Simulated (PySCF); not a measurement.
methylamine (CH5N), SMILES CN. Atoms are numbered in the order given.

```xyz
7

C     -0.7012    -0.0177     0.0000
N      0.7452     0.1211     0.0000
H     -1.1131     0.4854     0.8777
H     -1.1131     0.4854    -0.8777
H     -1.0753    -1.0520     0.0000
H      1.1463    -0.3301     0.8120
H      1.1463    -0.3301    -0.8120
```
Charge 0, spin multiplicity 1.

The structure is a stationary point at PBE0-D3(BJ)/def2-TZVP.

Computed with SMD-M06-2X/def2-SVP in PySCF.

Solvation free energies are E(SMD) − E(gas) at the gas-phase geometry, for 1 M in both phases. In vacuum the dipole moment is 1.36 D.

Question: Estimate the solvation free energies in water, toluene, 2-propanol. (Estimate from the structure and the level; the computed values follow.)

Answer: 
```tsv
solvent	ΔG(solv) (kcal/mol)	its non-electrostatic (CDS) part	dipole (D)
water	-3.2	1.0	1.64
toluene	-1.4	0.5	1.48
2-propanol	-3.5	0.4	1.62
```
